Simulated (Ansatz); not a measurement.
BP (zinc blende): values from a third-order Birch-Murnaghan fit to a volume scan beside measured ones. Computed values: PBE (plane waves to 420 eV, PAW, scalar-relativistic; Ansatz, a quantum-chemistry and plane-wave program). BP was relaxed with its symmetry unable to fall.

```tsv
quantity	reference	kind
Lattice constant a (Å)	4.525	measured, corrected to the static lattice
Bulk modulus B₀ (GPa)	176.5	measured, corrected to the static lattice
```

References as given in: Daniel Mejia-Rodriguez, S. B. Trickey, Physical Review B (2018), arXiv:1807.09216; Tamar Goldzak, Xiao Wang, Hong-Zhou Ye et al., The Journal of Chemical Physics (2022), arXiv:2208.04865.

Estimate the PBE values and the sign and size of each difference.


| quantity | PBE | difference |
|---|---|---|
| Lattice constant a (Å) | 4.548 | +0.5 % |
| Bulk modulus B₀ (GPa) | 162 | -8.3 % |

PBE overestimates the lattice constant a by 0.5 %. PBE underestimates the bulk modulus B₀ by 8.3 %.

(A scan under strain: stresses follow from slopes of the energy per volume, elastic moduli from its curvatures.)
